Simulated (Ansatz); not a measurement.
The input, for Ansatz 0.2.0:

```yaml
crystal:
  periodic: [false, false, false]
  atoms:
    - {symbol: C, position_ang: [0.000000, 0.026909, 2.267742]}
    - {symbol: Ga, position_ang: [0.000000, 0.002486, 0.350779]}
    - {symbol: Si, position_ang: [0.000000, -0.069925, -1.783994]}
    - {symbol: H, position_ang: [0.000000, 1.455776, -1.577631]}
basis:
  gaussian: {orbitals: cc-pVDZ}
magnetization: {spin_polarized: true, initial_magnetization: 3}
correlation: {method: ccsd_t, electrons: outside_noble_gas}
scf: {lower_state_search: full}
```

```sh
$ ansatz run in.yaml --threads 1 --pin off --events-out ev --progress --plain --max-ram 2393MiB
```

(1) One thing in this input was set wrong on purpose, beside settings that are merely unusual. What is the gravest fault, and what does the program do?

Results:

(1) Multiplicity of wrong parity. How the run ends: refused.
```
Error: a molecule whose nuclei and cores have a total charge of 52 cannot have a net charge of 0 together with 3 unpaired electrons
```
